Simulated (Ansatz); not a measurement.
**CH₃FSi (SMILES C=[SiH]F): functionals against CCSD(T) at one geometry**

An exercise on one series of results from a longer session: the logs are not shown, and one member is left open.

The runs use Ansatz 0.2.0, Gaussian basis; single points in def2-TZVPP.

Cores are frozen in the correlated methods.

### The starting structure

6 atoms, charge 0, spin multiplicity 1.

Atoms are counted from 1 here; the program's logs count them from 0.

Bond lengths: C1–Si2 1.766 Å, C1–H4 0.917 Å, C1–H5 1.135 Å, Si2–F3 1.631 Å, Si2–H6 1.444 Å. Angles: Si2–C1–H4 119.9°, Si2–C1–H5 114.3°, H4–C1–H5 122.8°, C1–Si2–F3 114.9°, C1–Si2–H6 146.1°, F3–Si2–H6 98.3°.

Coordinates:

```xyz
6
CH3FSi
C    -0.6651    0.2914   -0.7487
Si    0.5160   -0.0451    0.5206
F     0.9774   -1.6056    0.6345
H    -1.1323   -0.3982   -1.1326
H    -1.0235    1.3682   -0.7790
H     1.4366    0.5161    1.4815
```

The first run:

run/in.yaml

```yaml
crystal:
  periodic: [false, false, false]
  atoms:
    - {symbol: C, position_ang: [-0.665100, 0.291400, -0.748700]}
    - {symbol: Si, position_ang: [0.516000, -0.045100, 0.520600]}
    - {symbol: F, position_ang: [0.977400, -1.605600, 0.634500]}
    - {symbol: H, position_ang: [-1.132300, -0.398200, -1.132600]}
    - {symbol: H, position_ang: [-1.023500, 1.368200, -0.779000]}
    - {symbol: H, position_ang: [1.436600, 0.516100, 1.481500]}
basis:
  gaussian: {orbitals: def2-TZVPP}
correlation: {method: ccsd_t}
output: {forces: true}
```

The command line of these runs was not kept.

Among the steps run: CCSD(T)/def2-TZVPP; PBE0-D4/def2-TZVPP; wB97M-V/def2-TZVPP; r2SCAN-D4/def2-TZVPP; PBE-D4/def2-TZVPP; BHLYP-D4/def2-TZVPP; B97M-V/def2-TZVPP.

One of the session's tables, all rows but one given; the rest of the session is left out.

```
   method  RMS force component (eV/Å)  angle to CCSD(T) forces (°)  dipole (D)
  CCSD(T)                       3.758                    reference        1.75
  PBE0-D4                           ?                            ?           ?
  wB97M-V                       3.801                          3.3        1.87
r2SCAN-D4                       3.786                          1.8        1.72
   PBE-D4                       3.769                          3.5        1.66
 BHLYP-D4                       3.816                          4.1        1.98
   B97M-V                       3.775                          2.5        1.66
```

Q: Estimate the row for PBE0-D4 from the others.

As computed: RMS force component (eV/Å): 3.832; angle to CCSD(T) forces (°): 2.4; dipole (D): 1.82. In the column «RMS force component (eV/Å)» it is the highest.
